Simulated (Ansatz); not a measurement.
Input file:

```yaml
crystal:
  periodic: [false, false, false]
  atoms:
    - {symbol: Al, position_ang: [0.000000, 0.000000, 0.000000]}
    - {symbol: H, position_ang: [0.000000, 0.000000, 1.706067]}
basis:
  gaussian: {orbitals: aug-cc-pVTZ}
total_charge: -1
magnetization: {spin_polarized: true, initial_magnetization: 1}
correlation: {method: ccsdt_q, electrons: outside_noble_gas}
```

```sh
$ ansatz run in.yaml --threads 2 --pin off --events-out ev --progress --plain --max-ram 24576MiB --backend cuda --devices 0, --max-vram 18GiB
```

Log:

```
790 factors; integrals over basis functions are off by at most 1.5e-7 eV
mean field evaluation 1: about -6595.7251 eV, gradient 7.4e0 eV
mean field evaluation 2: about -6595.7241 eV, gradient 7.4e0 eV
mean field evaluation 4: about -6596.8181 eV, gradient 8.1e-1 eV
mean field evaluation 8: about -6596.8377 eV, gradient 2.5e-2 eV
mean field evaluation 16: about -6596.8378 eV, gradient 4.3e-3 eV
mean field evaluation 32: about -6596.8932 eV, gradient 4.0e-1 eV
mean field evaluation 64: about -6597.5661 eV, gradient 1.1e-1 eV
mean field evaluation 96: about -6596.8378 eV, gradient 1.2e-2 eV
mean field evaluation 128: about -6597.5610 eV, gradient 5.6e-5 eV
mean field evaluation 160: about -6595.8372 eV, gradient 1.8e0 eV
...
cycle   9  -2.66726194 eV  change   -9.1e-5 eV  update   1.5e-4
cycle  10  -2.66712925 eV  change    1.3e-4 eV  update   7.0e-5
cycle  11  -2.66710511 eV  change    2.4e-5 eV  update   3.7e-5
cycle  12  -2.66710700 eV  change   -1.9e-6 eV  update   1.8e-5
cycle  13  -2.66711981 eV  change   -1.3e-5 eV  update   9.7e-6
cycle  14  -2.66712736 eV  change   -7.6e-6 eV  update   4.9e-6
cycle  15  -2.66712675 eV  change    6.1e-7 eV  update   2.3e-6
cycle  16  -2.66712570 eV  change    1.1e-6 eV  update   1.2e-6
cycle  17  -2.66712485 eV  change    8.5e-7 eV  update   6.3e-7
cycle  18  -2.66712464 eV  change    2.1e-7 eV  update   3.4e-7
perturbative correction -0.00335531 eV, -0.0001233052 hartree
Total energy: -6600.23147653 eV, -242.5540329649 hartree
```

Ran on 2 threads of AMD EPYC 7R13 with a shared H100 80 GB, shared host: 52 s wall, 0.88 GiB peak host memory.
